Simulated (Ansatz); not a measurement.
**C2H2O2: vertical ionisation energy**

An exercise on one series of results from a longer session: the logs are not shown, and one member is left open.

Computed with Ansatz 0.2.0, Gaussian basis. Level: unrestricted cation, the program's frozen cores in correlated methods.

Plan: UKS PBE-D4/def2-TZVPP; UKS r2SCAN-D4/def2-TZVPP; UKS PBE0-D4/def2-TZVPP; UKS B3LYP-D4/def2-TZVPP; UKS wB97X-V/def2-TZVPP; UKS wB97M-V/def2-TZVPP; UKS B2PLYP/def2-TZVPP; UHF-CCSD(T)/def2-TZVPP; UHF-MP2/def2-QZVPP; extrapolation to the limit; then −ε(HOMO) from the neutral's earlier runs with LDA (SPW92), PBE-D4, revPBE-D4, BLYP-D4, r2SCAN-D4, B97M-V, PBE0-D4, B3LYP-D4, r2SCANh-D4, r2SCAN0-D4, HSE06-D4, BHLYP-D4, CAM-B3LYP-D4, LC-ωPBE, ωB97X-V, ωB97M-V.

## Structure used throughout

An earlier PBE0-D4 in a triple-zeta def2 set relaxation fixed the geometry.

6 atoms, charge 0, spin multiplicity 1.

Atoms are counted from 1 here; the program's logs count them from 0.

Bond lengths: O1–C2 1.311 Å, O1–H5 0.970 Å, C2–C3 1.390 Å, C2–O4 1.234 Å, C3–H6 1.095 Å. Angles: C2–O1–H5 108.1°, O1–C2–C3 132.2°, O1–C2–O4 127.6°, C3–C2–O4 99.8°, C2–C3–H6 112.1°.

Set-up of the first run:

Contents of in.yaml:

```yaml
crystal:
  periodic: [false, false, false]
  atoms:
    - {symbol: O, position_ang: [-0.517042, 0.924497, -0.813830]}
    - {symbol: C, position_ang: [-0.120193, -0.017643, 0.007018]}
    - {symbol: C, position_ang: [0.640774, 0.016376, 1.169696]}
    - {symbol: O, position_ang: [-0.464914, -1.202725, 0.015565]}
    - {symbol: H, position_ang: [-1.164537, 0.539258, -1.423991]}
    - {symbol: H, position_ang: [1.668113, -0.323763, 0.999442]}
basis:
  gaussian: {orbitals: def2-TZVPP}
total_charge: 1
magnetization: {spin_polarized: true, initial_magnetization: 1}
hamiltonian: {xc: pbe, dispersion: d4}
```

Run with:

```console
$ ansatz run in.yaml --threads 2 --pin off --events-out ev --progress --plain --max-ram 4352MiB
```

Steps of the session up to this table: Cation, UKS PBE-D4/def2-TZVPP; Cation, UKS r2SCAN-D4/def2-TZVPP; Cation, UKS PBE0-D4/def2-TZVPP; Cation, UKS B3LYP-D4/def2-TZVPP; Cation, UKS wB97X-V/def2-TZVPP; Cation, UKS wB97M-V/def2-TZVPP; Cation, UKS B2PLYP (frozen core)/def2-TZVPP; Cation, UHF-CCSD(T)/def2-TZVPP; Cation, UHF-MP2/def2-QZVPP.

One table of the session follows, with a row left open; its other results are not shown here.

For comparison, −ε(HOMO) of the neutral from earlier runs:

| functional | −ε(HOMO) (eV) |
| --- | --- |
| LDA (SPW92) | 5.99 |
| PBE-D4 | 5.86 |
| revPBE-D4 | 5.80 |
| BLYP-D4 | 5.78 |
| r2SCAN-D4 | 6.17 |
| B97M-V | 6.29 |
| PBE0-D4 | 7.27 |
| B3LYP-D4 | 7.08 |
| r2SCANh-D4 | 6.69 |
| r2SCAN0-D4 | 7.49 |
| HSE06-D4 | 6.86 |
| BHLYP-D4 | 8.66 |
| CAM-B3LYP-D4 | ? |
| LC-ωPBE | 10.12 |
| ωB97X-V | 9.75 |
| ωB97M-V | 9.63 |

**Question.** Estimate the row for CAM-B3LYP-D4.

As computed: −ε(HOMO) (eV): 8.75. In the column «−ε(HOMO) (eV)» it lies between BHLYP-D4 (8.66) and ωB97M-V (9.63).

To keep in mind: The cation may have settled in a state other than its lowest; no search over hole states beyond the program's own was made.
